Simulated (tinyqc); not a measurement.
Stretching all distances: RHF, UHF, MP2, CISD and CCSD against full CI in the sto-6g basis, for HF, spin multiplicity 1. Computed by the program tinyqc with PySCF. 

Geometry (angstrom):
```
atom       x       y       z
F     0.0000  0.0000  0.0000
H     0.0000  0.0000  0.7870
```

All coordinates are multiplied by the scale. c0^2 is the weight of the RHF determinant in the lowest singlet FCI state (UHF is spin-contaminated and may lie near states of higher spin) and n(LUMO) the first natural occupation beyond the occupied space.

Full CI energy (hartree) and errors against it (kcal/mol):
```
scale  distance 1-2 (angstrom)     E(FCI)      RHF     UHF     MP2   CISD   CCSD  <S^2> UHF   c0^2  n(LUMO)
1.000                    0.787  -99.46885   10.974  10.974   3.191  0.000  0.000      0.000  0.992    0.016
1.260                    0.992  -99.53220   20.164  20.164   7.076  0.000  0.000      0.000  0.979    0.042
1.520                    1.196  -99.50819   34.378  34.378  13.767  0.000  0.000      0.000  0.950    0.098
1.780                    1.401  -99.46684   54.393  34.772  23.632  0.000  0.000      0.575  0.900    0.198
2.030                    1.598  -99.43272   78.583  23.087  35.213  0.000  0.000      0.811  0.830    0.336
2.290                    1.802  -99.40915  106.471  12.469  46.768  0.000  0.000      0.919  0.749    0.498
2.550                    2.007  -99.39607  133.682   6.028  54.393  0.000  0.000      0.965  0.675    0.646
```

UHF parts from RHF first at scale 1.78 of those listed, where <S^2> leaves zero. The weight c0^2 goes from 0.99 to 0.67 and n(LUMO) from 0.02 to 0.65: static correlation grows as the bonds break into open-shell fragments. The spread of the error along the curve, which distorts its shape, is CISD 0.0, CCSD 0.0, UHF 28.7, MP2 51.2, RHF 122.7 kcal/mol. With one virtual orbital CISD and CCSD are exact.
